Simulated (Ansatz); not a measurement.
Wavefunction ladder for `OC(O)(Cl)C=S`

Cartesian coordinates in Å:
```
O 0.536 1.479 0.094
C 0.008 0.245 0.277
O -1.322 0.280 0.469
Cl 0.836 -0.558 1.766
C 0.480 -0.683 -0.810
S -0.481 -1.763 -1.501
H 0.101 2.087 0.704
H -1.688 -0.535 0.073
H 1.529 -0.553 -1.071
```

The species carries charge 0 and has multiplicity 1. Geometry: relaxed with PBE0-D4/def2-TZVP. It is one conformer, not always the lowest. Frozen core, restricted reference, the Gaussian-basis code of Ansatz. CBS rows extrapolate triple and quadruple zeta; past MP2 they add the triple-zeta difference.

| basis | HF (Eh) | MP2 corr. |
| --- | --- | --- |
| def2-SVP | -1083.75744 | -0.90041 |
| def2-TZVPP | -1084.32827 | -1.16080 |
| def2-QZVPP | -1084.36208 | -1.25552 |

Question: Estimate the CCSD correlation energy and the (T) correction in each basis where they were run (hartree).

Answer: 
```json
{"basis": "def2-SVP", "CCSD corr.": "-0.94044", "(T)": "-0.03050"}
{"basis": "def2-TZVPP", "CCSD corr.": "-1.19472", "(T)": "-0.05624"}
{"basis": "CBS(def2)", "CCSD corr.": "-1.35959", "(T)": "as TZ"}
```
